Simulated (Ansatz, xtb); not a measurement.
C3H7FS: 3 structures ranked

3 gas-phase structures of C3H7FS, from a drawn sample of its isomers (lower ones may exist). Each was relaxed with GFN2-xTB; where two conformers were screened, the lower at r2SCAN-D4/def2-SVP is listed:

A. `FCCCS`, a singlet
B. `CC(C)(F)S`, a singlet
C. `CC[C@@H](F)S`, a singlet

**Question.** Which do you expect lowest at r2SCAN-D4/def2-SVP, and how would the others follow?

**Answer.** Calculated order at r2SCAN-D4/def2-SVP: B (0.0), C (4.7), A (8.6) kcal/mol.

Energies above the lowest of each column, in kcal/mol; the last columns are at PBE-D3(BJ)/def2-SVP geometries:

```json
{"structure": "B", "GFN2-xTB": "0.0", "HF/STO-3G": "0.0", "r2SCAN-D4/def2-SVP": "0.0", "PBE-D3(BJ)/def2-SVP": "0.0", "CCSD(T)/def2-SVP + ΔMP2/def2-TZVPP": "0.0"}
{"structure": "C", "GFN2-xTB": "2.8", "HF/STO-3G": "1.3", "r2SCAN-D4/def2-SVP": "4.7", "PBE-D3(BJ)/def2-SVP": "3.5", "CCSD(T)/def2-SVP + ΔMP2/def2-TZVPP": "4.1"}
{"structure": "A", "GFN2-xTB": "3.8", "HF/STO-3G": "5.8", "r2SCAN-D4/def2-SVP": "8.6", "PBE-D3(BJ)/def2-SVP": "7.5", "CCSD(T)/def2-SVP + ΔMP2/def2-TZVPP": "6.7"}
```

Every level run on B puts it lowest or level with the lowest. Flexible structures stand in one conformer each, not always the lowest. ΔMP2 is the change of the MP2 energy from the smaller to the larger basis.

Programs: Ansatz 0.2.0, xtb 6.7.1.
